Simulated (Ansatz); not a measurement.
Geometry optimisation of tetrafluoromethane.

```yaml
crystal:
  periodic: [false, false, false]
  atoms:
    - {symbol: F, position_ang: [-0.860407, 0.025806, 1.001463]}
    - {symbol: C, position_ang: [0.010021, -0.014798, -0.008289]}
    - {symbol: F, position_ang: [1.171196, -0.507104, 0.425227]}
    - {symbol: F, position_ang: [-0.469672, -0.795183, -0.977609]}
    - {symbol: F, position_ang: [0.198761, 1.217578, -0.482292]}
basis:
  gaussian: {orbitals: def2-TZVP}
hamiltonian: {xc: pbe0, dispersion: d4}
relax: {f_tol: 0.005, max_steps: 150}
```

```sh
$ ansatz run in.yaml --threads 2 --pin off --events-out ev --progress --plain
```

Shortened log:

```
Functional definition: PBE0
mean field -11898.78314208 eV, -437.2722151867 hartree, gradient 1.0e-5 eV, S^2 0.000000; 0 other end points of the search recorded, 0 dependent functions left out
relax step   1: F+E_penalty+E_count = -11898.83124416 eV  Δ(F+E_penalty+E_count) = +0.000e0 eV  max|allowed force component| = 8.280e-1 eV/Å  Δτ_max = 0.0000 Å  (23 SCF iters, accepted)
mean field -11898.80782107 eV, -437.2731221226 hartree, gradient 1.3e-5 eV, S^2 0.000000; 0 other end points of the search recorded, 0 dependent functions left out
relax step   2: F+E_penalty+E_count = -11898.85597430 eV  Δ(F+E_penalty+E_count) = -2.473e-2 eV  max|allowed force component| = 3.138e-1 eV/Å  Δτ_max = 0.0100 Å  (28 SCF iters, accepted)
mean field -11898.81170642 eV, -437.2732649068 hartree, gradient 1.3e-5 eV, S^2 0.000000; 0 other end points of the search recorded, 0 dependent functions left out
relax step   3: F+E_penalty+E_count = -11898.85988925 eV  Δ(F+E_penalty+E_count) = -3.915e-3 eV  max|allowed force component| = 1.054e-2 eV/Å  Δτ_max = 0.0060 Å  (28 SCF iters, accepted)
mean field -11898.81171197 eV, -437.2732651107 hartree, gradient 1.3e-5 eV, S^2 0.000000; 0 other end points of the search recorded, 0 dependent functions left out
relax step   4: F+E_penalty+E_count = -11898.85989374 eV  Δ(F+E_penalty+E_count) = -4.490e-6 eV  max|allowed force component| = 1.233e-3 eV/Å  Δτ_max = 0.0002 Å  (29 SCF iters, accepted)
mean field -11898.81171197 eV, -437.2732651107 hartree, gradient 1.3e-5 eV, S^2 0.000000; 1 other end points of the search recorded, 0 dependent functions left out
Total energy: -11898.85990605 eV, -437.2750362103 hartree
Atom 0 at    -0.850137     0.025330     0.989547 Å, force     0.000837    -0.000023    -0.000974 eV/Å
Atom 1 at     0.009980    -0.014741    -0.008300 Å, force    -0.000037     0.000082    -0.000003 eV/Å
Atom 2 at     1.157519    -0.501286     0.420103 Å, force    -0.001045     0.000462    -0.000392 eV/Å
Atom 3 at    -0.464021    -0.786022    -0.966188 Å, force     0.000431     0.000712     0.000879 eV/Å
Atom 4 at     0.196559     1.203017    -0.476662 Å, force    -0.000186    -0.001233     0.000490 eV/Å
Dipole moment:     0.000001    -0.000003     0.000000 e Å
```

Hardware: 2 threads of a server CPU on a shared host. Wall time 15 s, peak host memory 0.33 GiB.
